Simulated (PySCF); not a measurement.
CH2O, SMILES C=O. Atoms are numbered in the order given.

```xyz
4

C      0.0000     0.0000    -0.5264
O      0.0000     0.0000     0.6735
H      0.0000     0.9421    -1.1148
H      0.0000    -0.9421    -1.1148
```
Charge 0, spin multiplicity 1.

Geometry: r2SCAN-D4/def2-TZVPD.

These are B3LYP/def2-TZVPD in PySCF values and carry that method's errors.

Isolated molecule, no solvent.

```json
{
  "total_energy": "-114.55521 hartree",
  "point_group": "C2v",
  "highest_occupied_level": "-7.66 eV",
  "lowest_empty_level": "-1.71 eV",
  "orbital_gap": "5.95 eV",
  "dipole_moment": "2.38 D",
  "quadrupole, principal values (traceless, Buckingham form, about the centre of nuclear charge)": "-0.67, 0.29, 0.38 D·Å",
  "mean_static_polarisability": "18.1 bohr³ (2.68 Å³)",
  "polarisability_principal_values": "13.1, 18.5, 22.7 bohr³"
}
```
